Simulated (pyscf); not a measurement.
Elementary routes open to `[OH][PH]` [doublet] in the gas phase (doublet surface):
A. `[O][PH2]` [doublet] (H–O broken; H–P formed)
B. `[O]=[P]` [doublet] + `[H][H]` (H–O, H–P broken; H–H formed)

PySCF, gas phase, ωB97X-D3(BJ)/def2-SVP geometries.

Rank the routes by free-energy barrier at 600 K, lowest first, for ωB97M-D3(BJ)/def2-TZVP energies (ideal gas, 1 atm, RRHO with modes under 100 cm⁻¹ raised to 100, one conformer, R ln 2 for chiral ones without a mode under 150 cm⁻¹).

A (2.00 eV), B (2.61 eV)

Route A is the fastest of these, ahead of the next by 0.61 eV. The most stable products are those of B (ΔG = +0.17 eV), whose barrier is 0.61 eV higher: the kinetic and the thermodynamic product differ. At 1200 K A is still the fastest. Only these routes are compared; each barrier is that of the saddle found, and lower ones may exist. The term symbol of open-shell O=P• was not checked; spin-orbit terms and orbital degeneracy are left out.
